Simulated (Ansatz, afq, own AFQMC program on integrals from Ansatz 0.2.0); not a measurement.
## Atomization energy of AlBH₂, singlet

```csv
atom,x (Å),y (Å),z (Å)
B,0.0000,0.0000,1.4848
Al,0.0000,0.0000,-0.7557
H,0.0000,1.0050,2.1514
H,0.0000,-1.0050,2.1514
```

Connectivity, by distances: BH2–Al.

Atoms in their ground-state spins without spin–orbit coupling (mostly on UHF) minus the molecule (RHF), without zero-point energy. The geometry is a stationary point, not shown to be a minimum.

Basis 6-31G. Noble-gas cores (and the filled d shells of Ga–Kr and In–Xe) are frozen. Ansatz 0.2.0 and our own AFQMC program on the same integrals; the CISD trial comes from CCSD amplitudes, and released means the phaseless constraint is let go. ± is one standard error of the sampling. The errors of all members are added in quadrature.

Full CI on the same integrals is exact in this basis and with this determinant's frozen core.

Errors are counted within 6-31G, not against nature.

Cautions: AlBH₂ (singlet): restricted determinant unstable towards unrestricted (UHF 113 meV lower, ⟨S²⟩ 0.53), the ph-AFQMC/CISD walk drifts between its halves (2.2 errors).

Reference (full CI): 8.506 eV.

| level | atomization energy (eV) | error against FCI (eV) |
| --- | --- | --- |
| HF | 7.548 | -0.958 |
| MP2 | 8.527 | 0.021 |
| CCSD | 8.458 | -0.048 |
| CCSD(T) | 8.493 | -0.013 |
| ph-AFQMC/CISD | 8.501 ± 0.005 | -0.005 ± 0.005 |
| released AFQMC | 8.506 ± 0.004 | 0.000 ± 0.004 |

Correlation beyond CCSD(T) adds 0.013 eV. The perturbative (T) step is worth +0.035 eV.

A walk keeps the symmetry of its determinant, which the program's search chose and which needn't be the lowest solution, so a lower state of the same spin and another symmetry isn't excluded. Released energies are given only where the last usable release times agree within the noise; a slower fall can still hide under it.
